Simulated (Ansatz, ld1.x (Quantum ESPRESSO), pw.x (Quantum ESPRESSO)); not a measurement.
## Re: one change to the TM potential, in the atom and in the fcc crystal

```
Element                 : Re
Generator               : ld1.x (Quantum ESPRESSO) 7.5
Type                    : norm-conserving Troullier–Martins (Kleinman–Bylander form)
Functional              : LDA (PW92)
Relativity              : scalar-relativistic
Frozen core             : [Xe] 4f14
Valence charge          : 7
Reference configuration : 5d5 6s2 6p0
Partial waves           : 6p (bound, empty): rc 3.15 bohr; 5d (bound): rc 1.40 bohr; 6s (bound): rc 2.25 bohr
Local potential         : the s channel
Core correction         : none
```

Change: wave 6s (bound): rc 2.25 bohr becomes 6s (bound): rc 3.46 bohr.

Cutoffs, loose and tight: the cutoffs (Ry, on a coarse ladder) from which the occupation-weighted sum of valence levels, in a spherical-Bessel basis at the reference potential, stays within 10 and 1 mRy of its value at 400 Ry. They do not see the model core or the augmentation charge, which bear on the density cutoff. Test errors are all-electron minus pseudo excitation energies from the reference, over the configurations 5d5 6s1 6p0; 5d5 6s0 6p0; 5d4 6s0 6p0; 5d5.5 6s1.5 6p0; 5d5 6s0 6p2; 5d6 6s0 6p0; 5d5 6s0 6p1 (two spin-polarised tests are not counted in the largest error); variants that change the core or the reference have their own tests.

Crystal test: fcc Re in pw.x 7.5, no spin, 15³ k-points, Fermi–Dirac smearing 0.01 Ry, cutoffs set for each file from its atomic test. The reference is all-electron LAPW (Ansatz 0.2.0) with the same functional, mesh and smearing; V0 and B0 come from Birch–Murnaghan fits to the pressures at five volumes. Errors are pseudo minus all-electron; Δ is the rms difference of the E(V) curves that follow from these fits, minima aligned, over ±6 % about the mean V0. Mesh and smearing are coarse, so the numbers serve the comparison and aren't converged zero-temperature values; the lattice is a test structure that the element need not adopt.

All-electron: a0 = 3.862 Å (V0 = 14.40 Å³/atom), B0 = 399.9 GPa.

Does the change bring the crystal closer to the all-electron result?

The mean pressure error goes from +3.50 to -27.83 GPa, so the change moves the solid further from the all-electron pressures.

```csv
quantity,base,changed
outcome (atom),generated,generated
"cutoff, loose (atom)",35 Ry,35 Ry
"cutoff, tight (atom)",55 Ry,55 Ry
bound ghosts (atom),none,none
largest test error (meV) (atom),-46,-134 over the solved tests; 1 of 9 tests not solved or not reliable
cutoffs in pw.x (Ry),70/280,70/280
a0 (Å),3.872,–
a0 error (%),+0.28,–
B0 error (%),-0.9,–
Δ (meV/atom),10.7,–
mean pressure error (GPa),+3.50,-27.83
```

A dash: not determined, or the minimum lies outside the volumes sampled.

Base: The largest radius (3.15 bohr) exceeds half the bond length (2.58 bohr), so the spheres overlap, which is one possible source of error among others. Changed file: The largest radius (3.46 bohr) exceeds half the bond length (2.58 bohr), so the spheres overlap, which is one possible source of error among others. This is a poor potential for the solid. Atomic configuration tests: 1 of 9 tests not solved or not reliable. The atomic cutoffs weigh occupied waves only.
